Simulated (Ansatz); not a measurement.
Fluorite CdF₂ was calculated with RPBE in Ansatz (PAW).

Run with plane-wave cutoff 520 eV, 12×12×12 k mesh, Fermi–Dirac smearing 0.01 eV, scalar-relativistic PAW data made under PBE.

Results at a series of volumes:

```tsv
V (Å³/atom)	E − E_lowest (meV/atom)	P (GPa)
13.566	14.40	5.66
13.855	6.15	3.55
14.143	1.48	1.67
14.432	0.00	0.00
14.721	1.37	-1.49
15.009	5.26	-2.81
15.298	11.41	-3.99
```

### Question
Estimate the bulk modulus from the pressures at 14.143 and 14.721 Å³/atom, and compare it with a fit to all energies.

### Answer
B = −V dP/dV. Between V = 14.143 and 14.721 Å³/atom, dP/dV = (-1.49 − (1.67))/(14.721 − 14.143) = -5.47 GPa per Å³/atom; at the midpoint 14.432 Å³/atom this gives B ≈ 78.9 GPa. The third-order Birch–Murnaghan fit gives V0 = 14.432 Å³/atom, B0 = 78.8 GPa, B′ = 4.8, which lies within 1 % of that estimate.

Note: the cell is over a tenth larger than the published one: the level's own overestimate first of all, though another phase or state, or a fault of the published cell, is possible.

The computed numbers hold no vibrational or temperature effects.

It cost about 40 core-seconds (a rough figure) of CPU time.

Ansatz is a quantum-chemistry and plane-wave program.
